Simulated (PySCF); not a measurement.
Compound: phosphabenzene, C₅H₅P.
Numbering: `[cH:1]1[cH:2][cH:3][p:4][cH:5][cH:6]1` (hydrogens: H7 on C1; H8 on C2; H9 on C3; H10 on C5; H11 on C6)

Method used: PySCF 2.14.0, PBE0-D3(BJ)/def2-SVP geometry optimisation, gas phase.

(1) What internal coordinates does the optimisation give?

Answers

(1) 
| bond | length (bohr) |
| --- | --- |
| C1–C2, C1–C6 | 2.638 |
| C2–C3, C5–C6 | 2.629 |
| C3–P4, P4–C5 | 3.284 |
| C1–H7 | 2.065 |
| C2–H8, C6–H11 | 2.069 |
| C3–H9, C5–H10 | 2.070 |

Bonds in one row agree within 0.02 bohr and their mean is given. A selection of angles:
| angle | degrees |
| --- | --- |
| C2–C1–C6 | 122.6 |
| C2–C1–H7 | 118.7 |
| C1–C2–C3 | 123.2 |
| C1–C2–H8 | 118.2 |
| C3–C2–H8 | 118.6 |
| C2–C3–P4 | 125.4 |
| C2–C3–H9 | 118.0 |
| P4–C3–H9 | 116.6 |
| C3–P4–C5 | 100.2 |

The 6-membered ring C1–C2–C3–P4–C5–C6 has internal angles of 100.2° to 125.4°; it is planar, 0.00 Å rms from its mean plane, widest ring torsion 0°. The 6 heavy atoms lie in one plane (0.000 Å rms).

Point group: C2v (every atom within 0.08 Å of its image). PBE0-D3(BJ)/def2-SVP frequencies: not computed here.
